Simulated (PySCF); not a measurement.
Molecule: SMILES N1=CN(C)C=C1, C4H6N2.

Atom-mapped SMILES (the numbers label the heavy atoms): `[CH3:1][n:2]1[cH:3][cH:4][n:5][cH:6]1`; H(Xn) means a hydrogen on atom n.

Geometry PBE0-D3(BJ)/def2-SVP throughout; GIAO in PySCF 2.14.0 with density-fitted response routines, gas phase, one conformer, non-relativistic; equivalent atoms averaged; basis pcSseg-2.

For orientation, LDA gives these absolute shieldings σ: C6 34.1, C4 35.2, C3 51.9, C1 147.0, N5 -49.8, H(C6) 23.69, H(C4) 23.50, H(C3) 23.83, H(C1) 27.14 ppm.

A run gave: C6 41.1, C4 43.1, C3 59.0, C1 144.5, N5 -35.5, H(C6) 24.31, H(C4) 24.21, H(C3) 24.54, H(C1) 27.78 ppm (absolute shieldings σ).

Which functional was used in that run?
A. B97-D
B. WP04
C. wB97X-D
D. PBE

Answers

A. C6 tells them apart best: B97-D gives 41.1, wB97X-D gives 37.7, WP04 gives 27.2, PBE gives 38.2 ppm.
